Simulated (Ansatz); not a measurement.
Computed with Ansatz on PBE0-D4/def2-TZVP structures; ΔE is electronic, products minus reactants. CCSD(T)/CBS is the MP2 limit (def2-TZVPP, def2-QZVPP) plus CCSD(T) − MP2 in def2-TZVPP, frozen cores. Functionals use def2-TZVPP. B3LYP here is the variant with VWN-RPA as its local correlation; programs differ in this.

Consider the isomerisation: `FC1=CCC1` → `CCC#CF`.

`FC1=CCC1`:

```xyz
10

F     0.358   -1.385   -1.915
C     0.233   -0.677   -0.804
C     0.810   -0.741    0.390
C     0.001    0.444    0.878
C    -0.657    0.488   -0.538
H     1.557   -1.373    0.849
H    -0.701    0.233    1.687
H     0.579    1.338    1.125
H    -0.449    1.391   -1.117
H    -1.730    0.283   -0.555
```

`CCC#CF`:

```xyz
10

C    -0.020    0.288   -1.308
C    -0.713   -0.120   -0.012
C     0.205   -0.214    1.116
C     0.979   -0.284    2.024
F     1.798   -0.361    3.001
H     0.458    1.264   -1.203
H     0.749   -0.436   -1.581
H    -0.743    0.346   -2.124
H    -1.501    0.600    0.231
H    -1.212   -1.085   -0.144
```

| level | ΔE (kJ/mol) | difference from CCSD(T)/CBS |
| --- | --- | --- |
| revPBE-D4 | 105.0 | 11.0 |
| BLYP-D4 | 80.5 | -13.5 |
| B3LYP-D4 | 86.4 | -7.6 |
| r2SCAN | 101.6 | 7.6 |
| CAM-B3LYP | 89.1 | -4.9 |
| LC-ωPBE | 108.3 | 14.3 |
| CCSD(T)/def2-SVP | 85.8 | -8.2 |
| HF/def2-QZVPP | 78.0 | -16.0 |
| MP2/def2-QZVPP | 91.7 | -2.3 |
| HF/CBS(def2) | 78.0 | -16.0 |
| CCSD(T)/CBS | 94.0 | 0 |

Largest T1 diagnostic among the species: 0.011.

The D4 term adds +3.5 kJ/mol with B3LYP and +1.6 kJ/mol with PBE0; it sums over pairs of atoms, weighted by their polarisabilities, and B3LYP, whose exchange is more repulsive, gets the larger term. At CCSD(T), def2-SVP lies −8.2 kJ/mol from the extrapolated value and def2-TZVPP −0.4 kJ/mol. From BLYP to BHLYP (50 % exact exchange), in def2-TZVPP and without D4, ΔE moves by +13.2 kJ/mol.
